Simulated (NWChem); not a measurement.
# OS in NWChem

```
O
S 1 1.5133
```
Charge 0, spin multiplicity 3.

All runs are NWChem calculations. The geometry was optimised at UB3LYP/def2-SVP, a minimum by its harmonic frequencies.

The structure started from a generated list of species. The unpaired electrons of the parent sit in orbitals of symmetry b1 and b2 (C2v labels of the run); other states weren't searched. The stability of the SCF solutions was not checked.

Worked example. At PBE/def2-TZVP the molecule has a total energy of -473.17192 Ha and the free atoms (multiplicities O 3, S 3) O -75.00967, S -397.93833 Ha. The electronic atomisation energy is the atoms' sum less the molecule's energy.

1·(-75.00967) + 1·(-397.93833) = -472.94800 Ha for the atoms; less the molecule's energy this leaves 0.22392 Ha, or 140.5 kcal/mol (588 kJ/mol), without zero-point, thermal or spin-orbit terms.
